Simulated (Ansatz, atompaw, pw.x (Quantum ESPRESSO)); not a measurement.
What a changed setting does to a pw.x run (sc H)

Potential: PAW, atompaw 4.2.0.5, PBEsol; core none, reference 1s1; waves: 1s (bound): rc 1.55 bohr; 1s channel at 2.75 Ry: rc 1.55 bohr; 2p channel at 0.25 Ry: rc 1.55 bohr; local part: troulliermartins scheme with l = 2 at 0.5 Ry, radius 1.45 bohr; core correction: none; augmentation: sinc compensation charge, radius 1.40 bohr; PAW radius 1.55 bohr; waves and projectors: custom rrkj gramschmidtortho.

The reference run (k-mesh 18³, cutoffs 40/400 Ry, Fermi–Dirac 0.01 Ry, mixing_beta 0.4, conv_thr 1e-9, no spin) gives 0.64 GPa at 2.993 Å³/atom, where all-electron LAPW gives 1.30 GPa. This run, with its own iteration cap, changes conv_thr to 0.0001.

```
&control
  calculation='scf', prefix='x', pseudo_dir='./', outdir='./tmp', tstress=.true., disk_io='none'
/
&system
  ibrav=0, nat=1, ntyp=1, ecutwfc=40, ecutrho=400, nbnd=7,
  occupations='smearing', smearing='fd', degauss=0.01
/
&electrons
  conv_thr=0.0001, mixing_beta=0.4, electron_maxstep=50
/
ATOMIC_SPECIES
H 1.0 H.UPF
CELL_PARAMETERS angstrom
  1.44112695 0.00000000 0.00000000
  0.00000000 1.44112695 0.00000000
  0.00000000 0.00000000 1.44112695
ATOMIC_POSITIONS crystal
H 0.0000 0.0000 0.0000
K_POINTS automatic
18 18 18 0 0 0
```

```bash
pw.x < H.scf.in > H.scf.out
```

Problem. How does the run end?

Solution. It converges in 2 iterations; the free energy moves by +0.0 meV/atom and the pressure by +0.17 GPa.

```
Message from routine setup:
     using ibrav=0 with symmetry is DISCOURAGED, use correct ibrav instead
     lattice parameter (alat)  =       2.7233  a.u.
     unit-cell volume          =      20.1978 (a.u.)^3
     number of electrons       =         1.00
     number of Kohn-Sham states=            7
     kinetic-energy cutoff     =      40.0000  Ry
     charge density cutoff     =     400.0000  Ry
     scf convergence threshold =      1.0E-04
     Exchange-correlation= SLA PW PSX PSC
     number of k points=   220  Fermi-Dirac smearing, width (Ry)=  0.0100
     iteration #  1     ecut=    40.00 Ry     beta= 0.40
     total energy              =      -1.08177386 Ry
     estimated scf accuracy    <       0.00021377 Ry
     iteration #  2     ecut=    40.00 Ry     beta= 0.40
     the Fermi energy is     3.0784 ev
!    total energy              =      -1.08164225 Ry
     estimated scf accuracy    <       0.00007521 Ry
     smearing contrib. (-TS)   =      -0.00046174 Ry
     convergence has been achieved in   2 iterations
          total   stress  (Ry/bohr**3)                   (kbar)     P=        8.12
     Message from routine punch:
     Nothing written, as per user request (disk_io='none')
```

The run took about 1.4 s on one core of a shared host (AMD EPYC 9B14, 90 threads, 708 GiB, load 14).
